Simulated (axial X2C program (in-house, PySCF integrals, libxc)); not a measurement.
Worked dissociation energy of AlCl⁻: HF, 2c

Computed with an in-house all-electron X2C program for linear molecules (integrals from PySCF). Two-component (2c) means X2C with spin–orbit coupling and atomic mean-field two-electron Coulomb and Gaunt terms. Basis: Cl dyall-av3z [9s8p3d2f], Al dyall-av3z [9s9p3d2f] (cores contracted in-house); Gaussian nuclei, density fitting, unrestricted open shells. Masses: Cl 34.969 u, Al 26.982 u.

Molecular state: Ω = 1/2 (⟨Sz⟩ = -0.50, ⟨Lz⟩ = 1.00 at HF).

* E(Cl-) (2M_J = 0): -460.914844 hartree
* E(Al) (2M_J = 1): -242.289413 hartree
* E(AlCl⁻) at Re: -703.254898 hartree
* ωe: 320.9 cm⁻¹
* ωexe: 2.82 cm⁻¹

(1) Work out De and D0.

The state is one determinant whose occupation by symmetry is held fixed; it was picked as the lowest of a PBE0 search that is not exhaustive. De is counted from the lowest determinant-based energies of the atoms at the same level, without counterpoise correction. The highest occupied level is positive at some bond lengths even in Hartree–Fock (under at least one Hamiltonian), so the basis set holds the extra electron there; where that holds at Re the anion is at best weakly bound and its constants depend on the basis. Hartree–Fock gets electron affinities wrong, so its lowest charge split need not be the true one.

Hartree–Fock lacks correlation and underbinds, often by eV.

Each atomic determinant is the lowest at this level and need not be a pure J level. Totals compare only within one Hamiltonian and basis.

## Answers

(1) De = -460.914844 + (-242.289413) − (-703.254898) = 0.05064 hartree = 1.378 eV. The zero-point energy is ωe/2 − ωexe/4 = 160 cm⁻¹ = 0.020 eV, so D0 = 1.358 eV.
